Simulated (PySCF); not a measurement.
An unknown is described by computed data only.

Formula: C4H5OP.

- Triplet: lowest triplet excitation (Tamm–Dancoff): 2.45 eV [TDA B3LYP/def2-SVPD]
- UV, first state: lowest singlet excitation: 2.80 eV (443 nm, f = 0.001) [TDDFT B3LYP/def2-SVPD]
- UV, strongest line: among the 8 lowest singlet transitions: S6 at 6.06 eV (205 nm, f = 0.073) [TDDFT B3LYP/def2-SVPD]
- Dipole: 2.12 D [B3LYP/def2-SVPD]
- 13C NMR: chemical shifts (computed TMS as zero) by class: 223.2 (1 C), 9.4 (2 C), -1.5 (1 C) ppm [GIAO PBE0/pcSseg-1]
- Rotational structure: rotational constants A, B, C: 7.061, 1.758, 1.515 GHz [GFN2-xTB]

The electronic properties come from PySCF, for the isolated species, density fitting. Levels stand in brackets. Geometry: GFN2-xTB, one conformer, isolated molecule. NMR classes are plain means over equivalent atoms (diastereotopic ones count apart unless rotation or inversion swaps them), as if these changed places fast.

**Question.** What is the compound? Reason from the data.

**Answer.** Numbering: `[O:1]=[C:2]=[P:3][CH:4]1[CH2:5][CH2:6]1`. 4 carbons fall into 3 classes; from least to most shielded: central carbon of cumulated double bonds [C2] (223.2 ppm), three-membered-ring carbon [C5/C6] (9.4 ppm, 2 C, up to 3.1 ppm apart in this geometry), ring sp3 carbon bound to phosphorus [C4] (-1.5 ppm). S1 is mainly HOMO→LUMO (weight 0.99); the largest Löwdin shares of the orbital it empties are 0.43 on the phosphorus bonded to 2 C, 0.25 on the central carbon of cumulated double bonds, 0.16 on the oxygen bonded to C and 0.08 on the sp3 carbon bound to phosphorus, of the orbital it fills 0.37 on the central carbon of cumulated double bonds, 0.28 on the oxygen bonded to C, 0.19 on the phosphorus bonded to 2 C and 0.10 on the sp3 carbon bound to phosphorus. The optimised geometry has point group C1 and is an asymmetric top. Structure: `O=C=PC1CC1`. Computed isomers that give other values at the same levels: `C=CCP=C=O` (13C chemical shifts (computed TMS as zero) by class: 224.8 (1 C), 145.1 (1 C), 122.1 (1 C), 21.7 (1 C) ppm); `Pc1ccoc1` (13C chemical shifts (computed TMS as zero) by class: 148.9 (1 C), 148.1 (1 C), 121.0 (1 C), 117.0 (1 C) ppm); `Cc1occp1` (13C chemical shifts (computed TMS as zero) by class: 205.1 (1 C), 153.1 (1 C), 131.5 (1 C), 21.7 (1 C) ppm). The assignments are read from this structure; whether some other isomer fits the data as well wasn't checked.

Shape of the structure used: `[O:1]=[C:2]=[P:3][CH:4]1[CH2:5][CH2:6]1`: C2–P3–C4–C5 94°.
